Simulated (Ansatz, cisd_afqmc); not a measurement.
System: Cl, charge 0, doublet.

Total energies in aug-cc-pV(D+d)Z, 7 correlated electrons, 5 frozen orbitals. Radicals and triplets start from unrestricted determinants; spin-orbit coupling is neglected. Cores are frozen in correlated methods. No relativity. AFQMC/CISD: phaseless, guided by CISD from CCSD amplitudes; bars are statistical, one sigma. Outlying blocks are dropped, and bars are widened where a walk drifts. Over all cases where full CI ran beside it in this data, AFQMC minus full CI had a median of +0.1 mEh and passed +0.4 mEh in a tenth of the cases. Full CI freezes restricted core orbitals and the other rows unrestricted ones, which leaves a small offset even where coupled cluster is exact.

```tsv
method	program	energy (Eh)	error against FCI (mEh)
HF	Ansatz	-459.47306	145.68
MP2	Ansatz	-459.59580	22.93
CCSD	Ansatz	-459.61542	3.32
CCSD(T)	Ansatz	-459.61807	0.66
CCSDT(Q)	Ansatz	-459.61872	0.01
CCSDTQ	Ansatz	-459.61874	-0.01
AFQMC/CISD	cisd_afqmc	-459.6185 ± 0.0002	0.2 ± 0.2
FCI	Ansatz	-459.61873	0.00
```

Ansatz is an electronic-structure program.
